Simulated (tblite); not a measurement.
Species: C4H3N.
Atom-mapped SMILES: `[CH:1]#[C:2][CH2:3][C:4]#[N:5]` (hydrogens: H6 on C1; H7, H8 on C3)

Computed with GFN2-xTB (tblite), gas phase: Langevin dynamics at 600 K from the optimised GFN2-xTB geometry, time step 0.5 fs, friction 0.01 fs⁻¹, 2000 steps. Over the second half of the run the saved frames average 595 K.

The optimised geometry, where the run starts:
```
atom  x, y, z in Å
C1      1.928    0.021   -0.394
C2      0.795   -0.197   -0.078
C3     -0.588   -0.437    0.295
C4     -1.392    0.722   -0.022
N5     -2.022    1.639   -0.277
H6      2.925    0.199   -0.666
H7     -0.657   -0.634    1.371
H8     -0.979   -1.302   -0.253
```

t = 175 fs, T = 346 K, E(pot) 0.516 eV above the start
```
atom  x, y, z in Å  |  force x, y, z in eV/Å
C1      1.752    0.079   -0.722    0.814   0.650   0.152
C2      0.659   -0.287   -0.387   -0.236   0.610  -0.288
C3     -0.778   -0.585   -0.255    1.616  -2.027   0.592
C4     -1.566    0.473    0.213   -3.647   6.036   3.706
N5     -2.165    1.387    0.730    3.277  -5.183  -3.085
H6      2.745    0.510   -0.870   -1.212  -0.821   0.178
H7     -0.879   -1.522    0.351   -0.016   0.738   0.394
H8     -1.107   -0.960   -1.184   -0.597  -0.003  -1.649
```

t = 275 fs, T = 783 K, E(pot) 0.443 eV above the start
```
atom  x, y, z in Å  |  force x, y, z in eV/Å
C1      1.807    0.169   -0.656   -3.535  -0.779   0.256
C2      0.648   -0.226   -0.571    2.413   0.748  -0.177
C3     -0.648   -0.929   -0.537    0.066   3.449   0.319
C4     -1.603   -0.204    0.351   -2.014   1.787   0.813
N5     -2.376    0.392    1.008    2.771  -2.159  -2.195
H6      2.613    0.819   -0.732    0.553   0.013  -0.003
H7     -0.512   -1.810   -0.059    0.461  -3.136   1.303
H8     -0.939   -1.062   -1.563   -0.713   0.078  -0.316
```

t = 300 fs, T = 375 K, E(pot) 0.751 eV above the start
```
atom  x, y, z in Å  |  force x, y, z in eV/Å
C1      1.749    0.203   -0.597   -0.043  -1.234   0.555
C2      0.630   -0.266   -0.496    1.724  -0.257  -0.255
C3     -0.670   -0.987   -0.530    1.502   1.498  -1.244
C4     -1.574   -0.227    0.224   -6.587   1.950   5.825
N5     -2.425    0.102    1.028    5.080  -1.418  -4.850
H6      2.851    0.282   -0.513   -1.893   0.429  -0.248
H7     -0.618   -1.938   -0.019    0.304  -0.507  -0.288
H8     -0.957   -0.998   -1.602   -0.088  -0.462   0.506
```

t = 375 fs, T = 643 K, E(pot) 0.714 eV above the start
```
atom  x, y, z in Å  |  force x, y, z in eV/Å
C1      1.428    0.314   -0.554   -0.852  -0.332  -0.396
C2      0.528   -0.476   -0.730    1.756   1.424   0.754
C3     -0.667   -1.247   -0.808   -1.834  -0.104   3.162
C4     -1.688   -0.372    0.047    3.100  -2.417  -2.208
N5     -2.153    0.462    0.653   -1.013   0.765   0.760
H6      2.122    1.116   -0.560   -0.035  -0.544   0.086
H7     -0.562   -2.326   -0.327   -0.425   2.043  -1.252
H8     -0.972   -1.113   -1.815   -0.698  -0.833  -0.905
```

t = 700 fs, T = 473 K, E(pot) 0.987 eV above the start
```
atom  x, y, z in Å  |  force x, y, z in eV/Å
C1      1.371    0.206   -0.866   -2.618  -1.157  -1.776
C2      0.396   -0.217   -1.470    4.477   2.558   1.286
C3     -0.826   -0.434   -2.061   -4.250  -1.997   0.931
C4     -1.594   -0.691   -0.739   -0.207  -0.589  -2.674
N5     -2.274   -1.145    0.061    0.290   0.444   0.412
H6      2.373    0.324   -0.752    1.426   0.277   0.776
H7     -0.738   -1.488   -2.531   -0.641   1.487   0.178
H8     -1.450    0.319   -2.681    1.523  -1.022   0.868
```

t = 775 fs, T = 759 K, E(pot) 0.403 eV above the start
```
atom  x, y, z in Å  |  force x, y, z in eV/Å
C1      1.627    0.094   -1.016   -0.400  -0.126   0.900
C2      0.438   -0.122   -0.989    1.533  -0.100  -0.503
C3     -0.979   -0.132   -1.290    0.019  -2.374   1.037
C4     -1.728   -0.988   -0.338   -1.140  -1.500   0.630
N5     -2.373   -1.733    0.285    1.668   1.954  -1.363
H6      2.615    0.260   -0.649   -0.464  -0.184  -0.513
H7     -1.197   -0.575   -2.280    0.039   0.747   0.235
H8     -1.185    0.865   -1.046   -1.255   1.582  -0.422
```

t = 800 fs, T = 444 K, E(pot) 0.632 eV above the start
```
atom  x, y, z in Å  |  force x, y, z in eV/Å
C1      1.565    0.191   -0.922   -2.016  -0.652  -0.334
C2      0.403   -0.136   -1.003    0.243   0.924   0.462
C3     -1.066    0.023   -0.998    0.379  -1.655  -0.328
C4     -1.786   -0.924   -0.138   -1.463  -3.246   0.855
N5     -2.347   -1.888    0.255    2.030   3.807  -1.051
H6      2.550    0.289   -1.180    1.252   0.014   0.078
H7     -1.385   -0.461   -1.991    0.140   1.461   0.701
H8     -1.222    1.097   -0.795   -0.566  -0.653  -0.383
```

t = 925 fs, T = 421 K, E(pot) 0.342 eV above the start
```
atom  x, y, z in Å  |  force x, y, z in eV/Å
C1      0.700    0.279   -0.927    2.581  -0.080  -0.232
C2     -0.471    0.393   -0.831   -2.530  -0.303   0.165
C3     -1.928    0.298   -0.540    1.071   1.896  -0.346
C4     -2.216   -1.042   -0.241    0.597  -2.556   1.643
N5     -2.173   -2.087    0.252   -0.556   0.924  -0.925
H6      1.766    0.268   -1.023   -0.757   0.064  -0.014
H7     -2.530    0.648   -1.405    0.275   0.228   0.751
H8     -1.986    0.872    0.433   -0.680  -0.173  -1.042
```

t = 1000 fs
```
atom  x, y, z in Å
C1      0.297    0.108   -1.038
C2     -0.897    0.355   -1.008
C3     -2.288    0.248   -0.560
C4     -2.350   -1.044    0.119
N5     -2.356   -2.092    0.582
H6      1.277   -0.141   -1.339
H7     -2.993    0.316   -1.355
H8     -2.407    1.001    0.228
```

**Question.** Estimate the potential energy and the forces of this last frame.

**Answer.** 0.239 eV above the start.

```csv
atom,Fx (eV/Å),Fy (eV/Å),Fz (eV/Å)
C1,-1.949,0.252,-0.418
C2,1.933,-1.030,0.143
C3,1.238,-0.070,1.285
C4,-0.122,-0.370,-0.360
N5,-0.049,0.539,-0.072
H6,-0.049,0.366,0.146
H7,-0.552,0.138,-0.504
H8,-0.450,0.176,-0.221
```

The bond farthest from its length at the start is C3–H7 (1.064 against 1.096 Å), and half the difference of its two atoms' forces along it is +1.27 eV/Å (positive lengthens). The largest atomic force is 2.20 eV/Å.

The cost below is that of the whole dynamics run. Time: 3.7 s wall; peak memory 0.19 GiB. Hardware: one thread, Intel Xeon 6975P-C (x86_64), no GPU, shared host with 192 logical CPUs at a one-minute load of 57.
